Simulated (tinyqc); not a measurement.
Hueckel theory of the pi electrons, for the molecule C=CN=C (SMILES; centres numbered as the heavy atoms are written), step by step. One step of it, computed by the program tinyqc.

Task: Orbitals. Diagonalise; E = alpha + x beta with beta < 0, so the largest x are filled first; degenerate levels share their electrons. P = sum n_i c_ri c_si; each orbital has its largest coefficient positive (the first on a tie).

Hueckel matrix in units of beta (H = alpha + beta A):
```
          1C        2C        3N        4C
1C  0.000000  1.000000  0.000000  0.000000
2C  1.000000  0.000000  1.000000  0.000000
3N  0.000000  1.000000  0.430000  1.000000
4C  0.000000  0.000000  1.000000  0.000000
```

pi electrons, sum of z_r less the charge = 4

Give: x values; occupations; coefficients; charge and bond-order matrix P.

Result:

x values: 1.795  0.675  -0.557  -1.482

occupations: 2.000  2.000  0.000  0.000

coefficients:
```
      MO1     MO2     MO3     MO4
1C  0.306   0.645   0.549  -0.435
2C  0.549   0.435  -0.306   0.645
3N  0.680  -0.351  -0.379  -0.521
4C  0.379  -0.521   0.680   0.351
```

charge and bond-order matrix P:
```
        1C      2C      3N      4C
1C   1.019   0.897  -0.038  -0.440
2C   0.897   0.981   0.440  -0.038
3N  -0.038   0.440   1.171   0.881
4C  -0.440  -0.038   0.881   0.829
```
